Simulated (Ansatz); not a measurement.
# Counterpoise correction, worked out

The pair of HCl (SMILES Cl, atoms 1–2) and CH3F (SMILES CF, atoms 3–7), both closed shells, in one local arrangement (a lower one may exist), relaxed at PBE0-D4/def2-TZVP:

```
7
angstrom
Cl -0.5658 -0.1862 -2.7655
H -0.0166 0.4113 -1.7651
C 0.0933 -0.0924 0.9523
F 0.5501 0.8441 0.0341
H -0.5086 0.4242 1.7006
H 0.9570 -0.5675 1.4187
H -0.5094 -0.8334 0.4248
```

Ansatz 0.2.0; basis: def2-TZVPPD; cores frozen in the correlated methods.

CCSD(T) total energies in eV:

| system | geometry | basis functions | energy |
| --- | --- | --- | --- |
| pair | pair | all | -16324.32635 |
| HCl | as in the pair | all (partner as ghosts) | -12526.33270 |
| CH3F | as in the pair | all (partner as ghosts) | -3797.85342 |
| HCl | as in the pair | its own | -12526.31757 |
| CH3F | as in the pair | its own | -3797.84213 |
| HCl | free (PBE0-D4 minimum) | its own | -12526.32010 |
| CH3F | free (PBE0-D4 minimum) | its own | -3797.83983 |

Problem. Work out the interaction energy with and without the counterpoise correction, the superposition error, and the binding energy from the relaxed fragments.

Solution. Without correction: -16324.32635 − (-12526.31757) − (-3797.84213) = -0.16665 eV.
With correction (each fragment in the whole basis): -16324.32635 − (-12526.33270) − (-3797.85342) = -0.14023 eV = -3.23 kcal/mol.
The superposition error is the difference, 0.02642 eV, 16 % of the uncorrected value: each fragment borrows its partner's functions.
Deformation from the free shapes: 0.00253 eV for HCl and -0.00230 eV for CH3F (a small negative value is possible, since the free shapes are minima of another method).
Binding energy from relaxed fragments: -0.14023 + 0.00253 + (-0.00230) = -0.14000 eV = -3.23 kcal/mol (electronic, without zero-point energy; negative means bound). For comparison, the corrected interaction energy by CCSD(T) at an estimated basis limit (MP2 extrapolated from triple and quadruple zeta, plus CCSD(T) − MP2 in triple zeta) is -0.161 eV; triple zeta with the correction binds less.

T1 diagnostic: at most 0.011.

For scale, one of the runs: CCSD(T)/def2-TZVPPD, 196 basis functions, launched by `ansatz run in.yaml --threads 2 --pin off --events-out ev --progress --plain --max-ram 5222MiB`. Hardware: 2 CPU threads of an Arm Neoverse V2, shared host. Wall time 55 s; peak host memory 2.3 GiB.
